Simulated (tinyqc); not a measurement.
Pariser-Parr-Pople SCF with singles CI, for the molecule c1ccccc1 (SMILES; centres numbered as the heavy atoms are written), step by step. One step of it, computed by the program tinyqc.

Question. Iteration 1: Fock matrix. F_rr = H_rr + P_rr gamma_rr / 2 + sum_(s != r) P_ss gamma_rs; F_rs = H_rs - P_rs gamma_rs / 2; E = tr P (H + F) / 2 + core repulsion sum_(r<s) z_r z_s gamma_rs.

P at the start, lower triangle:
```
           1C         2C         3C        4C        5C        6C
1C   1.000000
2C   0.666667   1.000000
3C   0.000000   0.666667   1.000000
4C  -0.333333   0.000000   0.666667  1.000000
5C   0.000000  -0.333333   0.000000  0.666667  1.000000
6C   0.666667   0.000000  -0.333333  0.000000  0.666667  1.000000
```

core matrix H (eV), lower triangle:
```
            1C          2C          3C          4C          5C          6C
1C  -33.496221
2C   -2.390000  -33.496804
3C    0.000000   -2.390000  -33.496804
4C    0.000000    0.000000   -2.390000  -33.496221
5C    0.000000    0.000000    0.000000   -2.390000  -33.496804
6C   -2.390000    0.000000    0.000000    0.000000   -2.390000  -33.496804
```

repulsion gamma_rs (eV), lower triangle:
```
           1C         2C         3C         4C         5C         6C
1C  11.320000
2C   5.389742  11.320000
3C   3.895263   5.388981  11.320000
4C   3.536212   3.895263   5.389742  11.320000
5C   3.895263   3.536867   3.895952   5.389742  11.320000
6C   5.389742   3.895952   3.536867   3.895263   5.388981  11.320000
```

Centres (angstrom, eV; a flat drawing with bonds scaled to 1.40 angstrom):
```
centre          x          y  core charge z          W   gamma_rr
1C       1.400000   0.000000              1  11.390000  11.320000
2C       0.700000   1.212000              1  11.390000  11.320000
3C      -0.700000   1.212000              1  11.390000  11.320000
4C      -1.400000   0.000000              1  11.390000  11.320000
5C      -0.700000  -1.212000              1  11.390000  11.320000
6C       0.700000  -1.212000              1  11.390000  11.320000
```

Give: F; pi energy.

Answer.

F (eV), lower triangle:
```
        1C      2C      3C      4C      5C      6C
1C  -5.730
2C  -4.187  -5.730
3C   0.000  -4.186  -5.730
4C   0.589   0.000  -4.187  -5.730
5C   0.000   0.589   0.000  -4.187  -5.730
6C  -4.187   0.000   0.589   0.000  -4.186  -5.730
```

pi energy = -78.255 eV
